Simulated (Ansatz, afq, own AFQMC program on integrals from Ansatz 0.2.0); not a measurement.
AFQMC on a folder of integrals that Ansatz 0.2.0 wrote.

```yaml
crystal:
  periodic: [false, false, false]
  atoms:
    - {symbol: Si, position_ang: [0.000000, 0.089927, 1.825535]}
    - {symbol: Al, position_ang: [0.000000, -0.146353, -2.055278]}
    - {symbol: H, position_ang: [0.000000, 1.471053, 2.390400]}
    - {symbol: H, position_ang: [1.198904, -0.618227, 2.361150]}
    - {symbol: H, position_ang: [-1.198904, -0.618227, 2.361150]}
    - {symbol: H, position_ang: [0.000000, 1.177352, -2.962160]}
basis:
  gaussian: {orbitals: 6-31G}
magnetization: {spin_polarized: true, initial_magnetization: 1}
correlation: {method: ccsd_t, electrons: outside_noble_gas, hamiltonian_folder: ham}
```

```sh
$ ansatz run in.yaml --threads 1 --pin off --events-out ev --progress --plain --max-ram 1382MiB
```

Options of the walk:

```
--method phaseless --trial hf --walkers 160 --populations 1 --least-time 40 --time-step 0.005 --steps-per-block 20 --equilibration-blocks 160 --max-blocks 600 --target-error 0.002400 --factor-cut 1e-05 --start spin_pure --seed 5494 --taylor-order 6
```

Times are imaginary, in 1/Eh. The walk had a cap of 531 s.

afq prints:

```
orbitals 24  electrons 6 5  factors 155 of 406
reference energy -532.99295724 Eh
CCSD correlation -0.11393228 Eh in 16 cycles, weight of the determinant in the CISD state 0.8554
energy of the start -532.994710 Eh
 block  time / (1/Eh)  mean weight  energy / Eh
     1     0.100  1.0001  -533.008589
     2     0.200  1.0004  -533.021478
     3     0.300  0.9999  -533.031439
     4     0.400  1.0009  -533.038068
     5     0.500  1.0001  -533.048289
     9     0.900  1.0003  -533.067166
    43     4.300  1.0010  -533.096201
    99     9.900  0.9996  -533.098632
   155    15.500  1.0002  -533.107877
   211    21.100  0.9996  -533.103239
   267    26.700  0.9996  -533.104636
   281    28.100  1.0002  -533.094954
   323    32.300  0.9995  -533.105653
   379    37.900  0.9999  -533.110605
   435    43.500  1.0008  -533.116167
   491    49.100  1.0006  -533.119017
   547    54.700  0.9993  -533.119103
blocks merged  error / Eh  count
     1  0.000342  400
     2  0.000464  200
     4  0.000608  100
     8  0.000767  50
    16  0.000947  25
    32  0.001006  12
energy -533.107689 +/- 0.000947 Eh
(rows thinned)
```

The run passed its tests (sampling time, drift between the halves within three errors, error under three times the target), which doesn't prove that it has relaxed. The second half of the sampling lies below the first by 2.3 errors of their difference, so the energy may still be moving and its error bar be too small.

Against this walk (error 25.8 meV) on the same determinant: CCSD(T) 17.6 meV lower (within the noise), CCSDT(Q) 40.7 meV lower (within the noise), a separate phaseless walk with a CISD trial and standard settings 34.2 ± 26.0 meV lower (within the noise). The error is statistical and leaves out the bias of the constraint. The determinant has ⟨S²⟩ = 0.95, so the low cluster orders mix in higher spin (the high orders can go on to a lower state of that spin), while the walk starts as a pure doublet. None of these is a sure reference here.

Cautions: constraint bias not in the error; unrestricted determinant spin contaminated (⟨S²⟩ 0.95 against 0.75).

The walk took 6.7 min on 1 thread of Intel(R) Xeon(R) Processor @ 2.50GHz (Skylake/Cascade Lake) (shared host). The log's last line is the phaseless energy.

CCSDT and higher add their correlation energy to the determinant of the CCSD(T) run, since their own runs factorise the integrals more tightly (a shift of under 2 meV). A walk keeps the symmetry of its determinant, which the program's search chose and which needn't be the lowest solution, so a lower state of the same spin and another symmetry isn't excluded.
